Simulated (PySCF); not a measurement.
## Computed properties of formic acid (CH2O2), SMILES O=CO

formic acid (CH₂O₂), SMILES O=CO. The structure is a stationary point at PBE0-D3(BJ)/def2-TZVP. Other conformers were not sampled. All values are computed for the isolated molecule unless a solvent is named; none is compared with measurement here.

**Structure.** The optimised structure has Cs symmetry. All 9 harmonic modes at PBE0-D3(BJ)/def2-TZVP (PySCF) are real, so it is a minimum. With heavy atoms numbered as in [OH:1][CH:2]=[O:3], the shortest bond between them is C2–O3 at 1.194 Å and the longest O1–C2 at 1.335 Å.

**Vibrations.** The strongest infrared lines (harmonic, unscaled, degenerate partners summed) lie at 1854 cm⁻¹ (368 km/mol, C 59 %, O 37 %), 1150 cm⁻¹ (242 km/mol, O 53 %, H 31 %, C 16 %), 693 cm⁻¹ (145 km/mol, H 79 %, O 14 %). The softest mode is at 636 cm⁻¹ and the zero-point energy is 21.4 kcal/mol.

**Electronic structure.** HF/def2-TZVPD (PySCF) places the frontier levels at -12.92 and 1.54 eV, a gap of 14.46 eV, and gives a dipole moment of 1.73 D and a mean polarisability of 20.0 bohr³. PBE/def2-TZVPD (PySCF) at the same geometry gives -6.94 and -1.45 eV, so its gap is 8.97 eV narrower. An orbital gap is neither the optical nor the fundamental gap.

**Excitations.** TDA-ωB97X/def2-SVPD (PySCF) has S1 at 5.97 eV (208 nm, f = 0.001, dark); the most intense of the 10 singlets computed lies at 9.44 eV (f = 0.18). T1 (TDA) is at 5.45 eV, 0.52 eV under S1. TDA-PBE/def2-SVPD (PySCF) puts S1 at 5.72 eV. No vertical singlet excitation falls in the visible range (under 3.1 eV).

**NMR.** GIAO shifts at PBE0/pcSseg-2 (PySCF) (non-relativistic, atoms alike by connectivity averaged): ¹³C at 168.7 ppm against TMS; ¹H from 6.2 to 8.0 ppm against TMS.

**Solvation.** SMD-PBE0/6-31G* (PySCF) gives -5.0 kcal/mol in water, -3.3 kcal/mol in chlorobenzene, -4.9 kcal/mol in ethanol (1 M in both phases, gas-phase geometry); of these solvents water holds the molecule best.
